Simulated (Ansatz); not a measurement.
We consider HfO2 (P2₁/c, No. 14), described by PBE0 (plane waves, PAW; Ansatz, an electronic-structure program).

Settings: plane-wave cutoff 500 eV, 6×6×6 k mesh, Fermi–Dirac smearing 0.05 eV, scalar-relativistic PAW data made under PBE.

Cell (relaxed with r²SCAN):

```cif
data_Hf4O8
_chemical_formula_sum 'Hf4 O8'
_space_group_name_H-M_alt 'P 1'
_space_group_IT_number 1
_cell_length_a 5.11419
_cell_length_b 5.18171
_cell_length_c 5.29549
_cell_angle_alpha 90.000
_cell_angle_beta 99.465
_cell_angle_gamma 90.000
loop_
_space_group_symop_operation_xyz
  'x, y, z'
loop_
_atom_site_label
_atom_site_type_symbol
_atom_site_fract_x
_atom_site_fract_y
_atom_site_fract_z
_atom_site_occupancy
Hf1 Hf 0.72380 0.95817 0.79179 1
Hf2 Hf 0.27620 0.45817 0.70821 1
Hf3 Hf 0.27620 0.04183 0.20821 1
Hf4 Hf 0.72380 0.54183 0.29179 1
O1 O 0.55205 0.24235 0.52150 1
O2 O 0.44795 0.74235 0.97850 1
O3 O 0.44795 0.75765 0.47850 1
O4 O 0.55205 0.25765 0.02150 1
O5 O 0.92994 0.66622 0.65598 1
O6 O 0.07006 0.16622 0.84402 1
O7 O 0.07006 0.33378 0.34402 1
O8 O 0.92994 0.83378 0.15598 1
```

Question: What does this level give for the band gap?

Answer: 
band gap: 6.45 eV (on the SCF k mesh)

Measured, for comparison: band gap 5.7 eV (temperature not stated, no zero-point or thermal correction, our sources range from 5.70 to 5.84; as tabulated in Choudhary et al. (2018), arXiv:1804.01032).

Note: exact exchange on metals is sensitive to the k mesh and can open a false gap; cell and atoms aren't relaxed at this level (largest force component 0.06 eV/Å).

Spin–orbit coupling is not included.

The computed numbers hold no vibrational or temperature effects.

The result took roughly 60 core-minutes.
